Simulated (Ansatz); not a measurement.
# C₂H₅O+ (SMILES [CH2+]OC): single points off equilibrium

The atoms stand at a structure displaced at random from a GFN2-xTB minimum. How far do the functionals agree with CCSD(T) there?

Program: Ansatz 0.2.0, Gaussian basis. Level of theory: single points in def2-TZVPP. These are calculated values, not measurements.

Cores are frozen in the correlated methods.

### Step 1. Where the work starts

8 atoms, charge 1, spin multiplicity 1.

Atoms are counted from 1 here; the program's logs count them from 0.

Bond lengths: C1–O2 1.309 Å, C1–H4 1.079 Å, C1–H5 1.138 Å, O2–C3 1.326 Å, C3–H6 0.931 Å, C3–H7 1.152 Å, C3–H8 1.252 Å. Angles: O2–C1–H4 122.9°, O2–C1–H5 122.5°, H4–C1–H5 114.4°, C1–O2–C3 126.6°, O2–C3–H6 119.3°, O2–C3–H7 102.6°, O2–C3–H8 111.5°, H6–C3–H7 104.1°, H6–C3–H8 113.7°, H7–C3–H8 103.3°.

As a file:

```tsv
atom	x (Å)	y (Å)	z (Å)
C1	-0.9258	0.5232	-0.7972
O2	-0.2365	-0.5027	-0.3649
C3	0.5806	-0.5231	0.6791
H4	-1.7051	0.4348	-1.5388
H5	-0.6794	1.5938	-0.5005
H6	0.4005	-1.1005	1.3866
H7	1.5577	-0.9314	0.2256
H8	0.8919	0.6345	1.0419
```

### Step 2. CCSD(T)/def2-TZVPP

run/in.yaml reads:

```yaml
crystal:
  periodic: [false, false, false]
  atoms:
    - {symbol: C, position_ang: [-0.925800, 0.523200, -0.797200]}
    - {symbol: O, position_ang: [-0.236500, -0.502700, -0.364900]}
    - {symbol: C, position_ang: [0.580600, -0.523100, 0.679100]}
    - {symbol: H, position_ang: [-1.705100, 0.434800, -1.538800]}
    - {symbol: H, position_ang: [-0.679400, 1.593800, -0.500500]}
    - {symbol: H, position_ang: [0.400500, -1.100500, 1.386600]}
    - {symbol: H, position_ang: [1.557700, -0.931400, 0.225600]}
    - {symbol: H, position_ang: [0.891900, 0.634500, 1.041900]}
basis:
  gaussian: {orbitals: def2-TZVPP}
total_charge: 1
correlation: {method: ccsd_t}
output: {forces: true}
```

The command line of these runs was not kept.

### Step 3. PBE0-D4/def2-TZVPP

Edit run/in.yaml of step 2 so:

```diff
@@ -14,3 +14,3 @@
 total_charge: 1
-correlation: {method: ccsd_t}
-output: {forces: true}
+hamiltonian: {xc: pbe0, dispersion: d4}
+output: {forces: true, orbitals: {seedname: orbitals}}
```

### Step 4. wB97M-V/def2-TZVPP

Edit run/in.yaml of step 3 so:

```diff
@@ -14,3 +14,3 @@
 total_charge: 1
-hamiltonian: {xc: pbe0, dispersion: d4}
-output: {forces: true, orbitals: {seedname: orbitals}}
+hamiltonian: {xc: {name: wB97M-V}}
+output: {forces: true}
```

### Step 5. r2SCAN-D4/def2-TZVPP

Edit run/in.yaml of step 4 so:

```diff
@@ -14,3 +14,3 @@
 total_charge: 1
-hamiltonian: {xc: {name: wB97M-V}}
+hamiltonian: {xc: r2scan, dispersion: d4}
 output: {forces: true}
```

### Step 6. PBE-D4/def2-TZVPP

Edit run/in.yaml of step 5 so:

```diff
@@ -14,3 +14,3 @@
 total_charge: 1
-hamiltonian: {xc: r2scan, dispersion: d4}
+hamiltonian: {xc: pbe, dispersion: d4}
 output: {forces: true}
```

### Step 7. r2SCAN0-D4/def2-TZVPP

Edit run/in.yaml of step 6 so:

```diff
@@ -14,3 +14,3 @@
 total_charge: 1
-hamiltonian: {xc: pbe, dispersion: d4}
+hamiltonian: {xc: {name: r2SCAN0}, dispersion: d4}
 output: {forces: true}
```

### Step 8. revPBE-D4/def2-TZVPP

Edit run/in.yaml of step 7 so:

```diff
@@ -14,3 +14,3 @@
 total_charge: 1
-hamiltonian: {xc: {name: r2SCAN0}, dispersion: d4}
+hamiltonian: {xc: {name: revPBE}, dispersion: d4}
 output: {forces: true}
```

(Steps that only read results are left out.)

Before running it: what results should come out? Wanted: energy less free atoms, CCSD(T)/def2-TZVPP; RMS force component; RMS force error; HOMO and LUMO, PBE0-D4; T1 diagnostic.

The runs gave:

| quantity | value |
| --- | --- |
| energy less free atoms, CCSD(T)/def2-TZVPP | -2006.0 kJ/mol |
| RMS force component | 3.589 to 3.763 eV/Å over the methods |
| RMS force error | PBE0-D4 0.294, wB97M-V 0.194, r2SCAN-D4 0.229, PBE-D4 0.362, r2SCAN0-D4 0.304, revPBE-D4 0.329 eV/Å |
| HOMO and LUMO, PBE0-D4 | -15.92 and -9.78 eV |
| T1 diagnostic | 0.023 |

What this shows: Against CCSD(T) the functionals' energies less atoms differ by -148.9 to -12.6 kJ/mol, PBE-D4 by -148.9 kJ/mol. CCSD(T) in triple zeta still lacks some correlation energy of the bonds, so part of these gaps is its own basis error and they don't rank the functionals. For forces wB97M-V does best and PBE-D4 worst. Frozen-core CCSD(T) forces in triple zeta carry basis errors of their own, and this is one geometry, so small gaps rank nothing.
